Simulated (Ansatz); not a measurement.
hcp Tl

Calculation: PBEsol in Ansatz (PAW).

Numerical settings: plane-wave cutoff 500 eV, 16×10×1 k mesh (along the axes of the cell as run), Fermi–Dirac smearing 0.1 eV, scalar-relativistic PAW data made under PBE.

Cell: relaxed at this level.

```
Property                                Value
----------------------------------  ---------
surface energy of the (10-10) face  0.51 J/m²
work function of the (10-10) face     3.61 eV
```

The slab of 8 atoms is relaxed and unreconstructed.

Spin–orbit coupling is not included; it can shift volumes and moduli of such heavy elements.

Ansatz is a first-principles code.
